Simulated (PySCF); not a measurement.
Fluorine: a sound run and one with changed settings

Sound run: F [He] 2s2 2p5, F⁺ [He] 2s2 2p4. All numbers are calculated (PySCF 2.14, scalar relativity by spin-free X2C-1e, in x2c-TZVPall). In the sound run the correlated levels freeze 1s2. The sound run starts from symmetry-adapted Hartree-Fock orbitals and uses a fine grid where one is needed.

Changed run: a valence shell is frozen. This setting is unsound on purpose.

```json
{"species": "F", "method": "MP2", "sound run (hartree)": "-99.69685", "changed run (hartree)": "-99.62083", "converged": "yes"}
{"species": "F", "method": "CCSD(T)", "sound run (hartree)": "-99.71230", "changed run (hartree)": "-99.62821", "converged": "yes"}
{"species": "F⁺", "method": "MP2", "sound run (hartree)": "-99.06494", "changed run (hartree)": "-98.99054", "converged": "yes"}
{"species": "F⁺", "method": "CCSD(T)", "sound run (hartree)": "-99.08260", "changed run (hartree)": "-98.99749", "converged": "yes"}
```

Ionisation energy of F:

| method | sound run (eV) | changed run (eV) |
| --- | --- | --- |
| UHF | 15.641 | 15.641 |
| MP2 | 17.195 | 17.151 |
| SCS-MP2 | 17.180 | 17.211 |
| CCSD | 17.093 | 17.125 |
| CCSD(T) | 17.135 | 17.163 |

Freezing a valence shell removes pair correlation that changes on ionisation.

For comparison, NIST gives 17.423 eV between the lowest levels.
